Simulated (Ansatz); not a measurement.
Ansatz (a program for electronic structure) input (CCSD(T)/6-31G):

Ansatz 0.2 input:
```yaml
crystal:
  periodic: [false, false, false]
  atoms:
    - {symbol: O, position_ang: [0.32344914, 1.28933772, 0.33469062]}
    - {symbol: C, position_ang: [-0.06628347, 0.13205167, 0.02906921]}
    - {symbol: N, position_ang: [0.99352240, -0.76892505, -0.43544358]}
    - {symbol: C, position_ang: [-1.34549177, -0.39777089, 0.05614525]}
    - {symbol: H, position_ang: [0.80714627, -1.72470693, -0.15261941]}
    - {symbol: H, position_ang: [-1.55170757, -1.39883087, -0.30543238]}
    - {symbol: H, position_ang: [-2.18037315, 0.23739520, 0.32008866]}
    - {symbol: H, position_ang: [1.85333598, -0.45176843, -0.00274350]}
basis:
  gaussian:
    orbitals: 6-31G
total_charge: -1
magnetization: {spin_polarized: false}
correlation: {method: ccsd_t, electrons: outside_noble_gas}
```

Output:

```
Functional definition: HF
integrals: 0.02 GiB planned
589 factors; integrals over basis functions are off by at most 2.5e-4 eV
mean field: 0.10 GiB planned
mean field evaluation 1: about -5636.7075 eV, gradient 3.2e1 eV
mean field evaluation 2: about -5636.7159 eV, gradient 3.2e1 eV
mean field evaluation 4: about -5639.3348 eV, gradient 3.7e0 eV
mean field evaluation 8: about -5639.3711 eV, gradient 4.6e-4 eV
mean field evaluation 16: about -5639.3232 eV, gradient 3.7e0 eV
mean field -5639.37114015 eV, -207.2430668974 hartree, gradient 3.0e-6 eV, S^2 0.000000; 0 other end points of the search recorded, 0 dependent functions left out
4 core orbitals not correlated
reference -5639.37114015 eV, -207.2430668974 hartree; 12, 12 occupied and 28, 28 virtual orbitals, 589 factors
second order -11.14711089 eV of doubles, -0.00000000 eV of singles
coupled cluster: 0.09 GiB planned
cycle   1  -11.23904097 eV  change   -9.2e-2 eV  update   1.0e-1
cycle   2  -11.60587193 eV  change   -3.7e-1 eV  update   3.3e-2
cycle   3  -11.73778881 eV  change   -1.3e-1 eV  update   1.8e-2
cycle   4  -11.74304168 eV  change   -5.3e-3 eV  update   4.4e-3
cycle   5  -11.74035338 eV  change    2.7e-3 eV  update   1.9e-3
cycle   6  -11.73975966 eV  change    5.9e-4 eV  update   6.5e-4
cycle   7  -11.73954487 eV  change    2.1e-4 eV  update   3.1e-4
cycle   8  -11.73949387 eV  change    5.1e-5 eV  update   1.1e-4
cycle   9  -11.73956255 eV  change   -6.9e-5 eV  update   4.1e-5
cycle  10  -11.73957682 eV  change   -1.4e-5 eV  update   1.6e-5
perturbative correction -0.34039667 eV, -0.0125093469 hartree
Total energy: -5651.45111364 eV, -207.6869977351 hartree
```

It need not be the lowest isomer of its formula. Whether it binds its extra electron was not tested at this geometry.
